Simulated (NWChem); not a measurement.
## Total energies of Be

```
Be
```
Charge 0, spin multiplicity 1.

The numbers come from NWChem runs, not from measurements.

Basis set: cc-pVTZ (30 functions).

```
method     total energy (Ha)
---------  -----------------
RHF                -14.57287
MP2                -14.60105
B2PLYP             -14.64861
PBE                -14.62868
B3LYP              -14.67245
CAM-B3LYP          -14.64942
```

Total energies of different functionals aren't comparable as a measure of quality: only differences taken within one method are. 

The correlated methods keep 1 core orbital frozen. B3LYP has NWChem's definition, with VWN1-RPA local correlation.
